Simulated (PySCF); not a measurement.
Species: AlFH₅N.
SMILES with atom numbers: `[NH3+:1][AlH2-:2][F:3]` (hydrogens: H4, H5, H6 on N1; H7, H8 on Al2)

The closed-shell ground state was solved at several levels (PySCF, density fitting, gas phase, non-relativistic). Isolated species at its PBE0-D3(BJ)/def2-SVP geometry, gas phase.

| level | basis functions | total energy (Eh) | HOMO (eV) | LUMO (eV) | gap (eV) | dipole (D) |
| --- | --- | --- | --- | --- | --- | --- |
| B97-2/pcSseg-2 | 185 | -400.1744 | -7.34 | -0.56 | 6.78 | 5.71 |
| B3LYP/pcSseg-2 | 185 | -400.2530 | -7.40 | -0.94 | 6.46 | 5.70 |
| KT2/pcSseg-2 | 185 | -404.5929 | -6.34 | -1.35 | 4.99 | 5.57 |
| PBE0/aug-cc-pVDZ | 118 | -399.8694 | -7.58 | -0.97 | 6.61 | 5.63 |
| HF/def2-SVPD | 107 | -398.6356 | -10.82 | 1.47 | 12.29 | 5.82 |
| PBE0/STO-3G | 24 | -394.7001 | -2.19 | 8.13 | 10.32 | 5.55 |
| B3LYP/6-31G* | 56 | -400.1259 | -7.13 | 0.04 | 7.17 | 5.83 |
| LDA/def2-SVPD | 107 | -397.7685 | -6.29 | -1.28 | 5.01 | 5.66 |
| BP86/pcSseg-2 | 185 | -400.2411 | -6.37 | -1.22 | 5.15 | 5.67 |

**Question.** Estimate the row for PBE0/pcSseg-2, a basis of 185 functions; the other rows only guide the guess.

**Answer.** Total energy -399.9374 Eh, HOMO -7.57 eV, LUMO -0.59 eV, gap 6.98 eV, dipole 5.72 D.

**Question.** Over all these levels, which gives the widest orbital gap and which the narrowest?

**Answer.** HF/def2-SVPD (Hartree–Fock, all exact exchange) has the widest, 12.29 eV, and KT2/pcSseg-2 (GGA) the narrowest, 4.99 eV. Functional and basis both differ between the two, so the spread mixes both effects.

**Question.** How much does the basis alone move the frontier levels among the 3 PBE0 rows (the withheld one included)?

**Answer.** The HOMO by 5.39 eV and the LUMO by 9.10 eV. By rising basis size (HOMO, LUMO in eV): STO-3G -2.19, 8.13; aug-cc-pVDZ -7.58, -0.97; pcSseg-2 -7.57, -0.59.

**Question.** In the pcSseg-2 basis, how does the gap go with the fixed share of exact exchange?

**Answer.** KT2 (0 %) 4.99 eV; BP86 (0 %) 5.15 eV; B3LYP (20 %) 6.46 eV; B97-2 (21 %) 6.78 eV; PBE0 (25 %) 6.98 eV. Each rise in the share widens the gap here.

**Question.** How far do the dipole and the HOMO energy spread over the levels?

**Answer.** The dipole runs from 5.55 to 5.83 D (mean 5.69 D) and the HOMO from -10.82 to -2.19 eV.
